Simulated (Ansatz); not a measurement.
**SiH2O (oxosilane) at r2SCAN/def2-TZVPP**

Aim: the energy change on altering one bond length of SiH2O (oxosilane) at r2SCAN/def2-TZVPP, from 2 runs. 

The calculation is run with Ansatz 0.2.0.

50 further runs of the same task are left out: 50 set aside as unsound or not needed.

## Step 1: The molecule

SiH2O has 4 atoms, charge 0, and is taken as a singlet. SMILES: `O=[SiH2]`. The shape is that of a PBE0-D4/def2-TZVP optimisation.

Bond lengths: O1–Si2 1.516 Å, Si2–H3 1.485 Å, Si2–H4 1.486 Å. Angles: O1–Si2–H3 124.0°, O1–Si2–H4 124.0°, H3–Si2–H4 111.9°.

## Step 2: The energy at r2SCAN/def2-TZVPP

Contents of molecule.yaml:

```yaml
basis:
  gaussian:
    orbitals: def2-TZVPP
crystal:
  periodic: [false, false, false]
  atoms:
    - {symbol: O, position_ang: [-0.283200, 0.413500, 1.469500]}
    - {symbol: Si, position_ang: [-0.006700, 0.009800, 0.034900]}
    - {symbol: H, position_ang: [0.439900, -1.346000, -0.376200]}
    - {symbol: H, position_ang: [-0.150000, 0.922700, -1.128300]}
hamiltonian:
  xc: {name: r2SCAN}
accuracy: high
output: {orbitals: {seedname: orbitals}}
```

The run is started by

```bash
$ ansatz run molecule.yaml --threads 1 --pin off --max-ram 3480MiB --events-out events.jsonl --progress --plain --runs-dir runs
```

Standard output:

```text
Warning: RAYON_NUM_THREADS=1 ignored (pool sized by the plan → 1); use --threads N
Functional definition: r2SCAN
  name "r2SCAN"
  parameter k0 = 0.174
  parameter k1 = 0.065
  parameter a1 = 4.9479
  exchange = r2scan_x(k0 = k0, k1 = k1, a1 = a1)
  correlation = r2scan_c
1618 factors; integrals over basis functions are off by at most 3.1e-9 eV
mean field evaluation 1: about -9947.8261 eV, gradient 6.8e1 eV
mean field evaluation 2: about -9835.0895 eV, gradient 2.0e2 eV
mean field evaluation 4: about -9956.0087 eV, gradient 7.5e0 eV
mean field evaluation 8: about -9956.1422 eV, gradient 8.2e-1 eV
mean field evaluation 16: about -9956.1434 eV, gradient 8.1e-6 eV
mean field -9956.14340099 eV, -365.8815214700 hartree, gradient 6.1e-8 eV, S^2 0.000000; 0 other end points of the search recorded, 0 dependent functions left out
reference -9956.14340170 eV, -365.8815214963 hartree; 12, 12 occupied and 89, 89 virtual orbitals, 1618 factors
Total energy: -9956.14340170 eV, -365.8815214963 hartree
```

It took 6.3 s on 1 thread of Arm Neoverse V2, shared host; peak memory 0.23 GiB.

## Step 3: The distorted shape at the same level

Contents of molecule.yaml:

```yaml
crystal:
  periodic: [false, false, false]
  atoms:
    - {symbol: O, position_ang: [-0.168565, -0.316790, 2.400022]}
    - {symbol: Si, position_ang: [0.107935, -0.720490, 0.965422]}
    - {symbol: H, position_ang: [0.554535, -2.076290, 0.554322]}
    - {symbol: H, position_ang: [-0.150000, 0.922700, -1.128300]}
basis:
  gaussian:
    orbitals: def2-TZVPP
hamiltonian:
  xc: {name: r2SCAN}
accuracy: high
output:
  orbitals: {seedname: orbitals}
```

The run is started by

```bash
$ ansatz run molecule.yaml --threads 1 --pin off --max-ram 3480MiB --events-out events.jsonl --progress --plain --runs-dir runs
```

Standard output, shortened:

```text
Warning: RAYON_NUM_THREADS=1 ignored (pool sized by the plan → 1); use --threads N
[... 7 set-up lines as earlier in the session ...]
1544 factors; integrals over basis functions are off by at most 3.4e-9 eV
mean field evaluation 1: about -9944.1775 eV, gradient 6.9e1 eV
mean field evaluation 2: about -9790.3163 eV, gradient 2.0e2 eV
mean field evaluation 4: about -9948.9406 eV, gradient 2.5e1 eV
mean field evaluation 8: about -9953.0549 eV, gradient 9.8e-1 eV
mean field evaluation 16: about -9953.0527 eV, gradient 4.0e-4 eV
mean field -9953.05273487 eV, -365.7679415849 hartree, gradient 2.0e-8 eV, S^2 0.000000; 0 other end points of the search recorded, 0 dependent functions left out
reference -9953.05273562 eV, -365.7679416126 hartree; 12, 12 occupied and 89, 89 virtual orbitals, 1544 factors
Total energy: -9953.05273562 eV, -365.7679416126 hartree
```

Run time: 6.3 s. Hardware: 1 thread of Arm Neoverse V2, shared host; peak memory 0.22 GiB.

## Step 4: Results

At r2SCAN/def2-TZVPP:

| quantity | value |
| --- | --- |
| first shape: total energy | -365.88152 Eh |
| first shape: HOMO energy | -7.08 eV |
| first shape: LUMO energy | -2.87 eV |
| first shape: HOMO–LUMO gap | 4.21 eV |
| distorted shape: total energy | -365.76794 Eh |
| distorted shape: HOMO energy | -6.89 eV |
| distorted shape: LUMO energy | -4.30 eV |
| distorted shape: HOMO–LUMO gap | 2.59 eV |
| energy change with the Si2–H4 bond stretched from 1.486 to 2.674 Å | 3.091 eV |

**Reading.** One bond (distorted shape) is far stretched, which a spin-restricted single reference describes badly; a broken-symmetry solution may lie lower. With the Si2–H4 bond stretched from 1.486 to 2.674 Å the energy rises by 3.09 eV (298 kJ/mol). The first shape isn't relaxed at this level, so the change isn't measured from a minimum. A restricted reference can't describe the breaking bond well at this length.
